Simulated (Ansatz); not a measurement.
Reaction (SMILES): FF (F2) → F2+ (doublet, bonded as FF) + e-
B3LYP-D3(BJ)/def2-TZVP geometries, fixed; electronic energies without zero-point terms.

Basis-set convergence of the adiabatic ionisation energy at PBE with Ansatz (a quantum-chemistry and plane-wave program). All functions are spherical. The program fits the integrals of some runs and decomposes those of others, by size. Open shells are unrestricted. No added dispersion term, no relativity. Functions are those of the species that has most. Reference: the value in aug-cc-pV5Z, 15.172 eV, itself unsure by roughly 0.004 eV (its mean distance from pcseg-4, aug-pcseg-3, aug-cc-pVQZ). Deviations are taken from unrounded values.

```tsv
basis	functions	adiabatic ionisation energy (eV)	minus reference (eV)
STO-3G	10	10.833	-4.339
pcseg-0	18	15.688	0.516
cc-pVDZ	28	14.995	-0.177
6-311G**	36	15.200	0.028
6-311+G**	44	15.384	0.212
aug-cc-pVDZ	46	15.266	0.095
aug-pcseg-1	46	15.379	0.208
6-311++G(2d,2p)	54	15.262	0.091
pcseg-2	60	15.213	0.042
def2-TZVPP	62	15.158	-0.014
6-311++G(3df,3pd)	78	15.218	0.046
def2-TZVPPD	80	15.184	0.012
aug-cc-pVTZ	92	15.196	0.024
aug-pcseg-2	92	15.204	0.033
pcseg-3	120	15.169	-0.003
def2-QZVPPD	132	15.173	0.002
aug-cc-pVQZ	160	15.179	0.007
aug-cc-pV5Z	254	15.172	0.000
```
